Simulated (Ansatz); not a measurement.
# BNH₂ (singlet): relaxing a cheap start

Aim: relax a generated start of BNH₂ (singlet) and see which bonds hold.

Method: RKS PBE0/def2-TZVP; program: Ansatz 0.2.0, Gaussian basis.

**1. Starting geometry**

4 atoms, charge 0, spin multiplicity 1.

Atoms are counted from 1 here; the program's logs count them from 0.

Bond lengths: B1–N2 1.240 Å, B1–H3 1.140 Å, N2–H4 0.989 Å. Angles: N2–B1–H3 180.0°, B1–N2–H4 180.0°.

Geometry (Å):

```xyz
4
charge 0, multiplicity 1
B     0.0000    0.0000   -0.5824
N     0.0000    0.0000    0.6577
H     0.0000    0.0000   -1.7222
H     0.0000    0.0000    1.6469
```

The start was built by rule and, where that kept it together, relaxed with GFN2-xTB. Sticks and bond lists go by distance. 

**2. Relaxation**

Contents of in.yaml:

```yaml
crystal:
  periodic: [false, false, false]
  atoms:
    - {symbol: B, position_ang: [0.000000, 0.000000, -0.582394]}
    - {symbol: N, position_ang: [0.000000, 0.000000, 0.657667]}
    - {symbol: H, position_ang: [0.000000, 0.000000, -1.722187]}
    - {symbol: H, position_ang: [0.000000, 0.000000, 1.646913]}
basis:
  gaussian: {orbitals: def2-TZVP}
hamiltonian: {xc: pbe0}
relax: {f_tol: 0.004, max_steps: 80}
```

Run with:

```sh
ansatz run in.yaml --threads 1 --pin off --events-out ev --progress --plain --max-ram 1740MiB
```

**Question.** What will these runs give? Wanted: energy gained; shift from the start; total energy; dipole moment.

The runs gave:

| quantity | value |
| --- | --- |
| steps | 4 |
| energy gained | 0.017 eV |
| shift from the start (rms) | 0.012 Å |
| total energy | -2196.7112 eV |
| dipole moment | 0.02 D |

In words: The bonds of the start are those of the end. B1–H3 went from 1.140 to 1.172 Å. No vibrations were run, so this is a stationary point, not a proven minimum, and this spin need not be the ground state's.
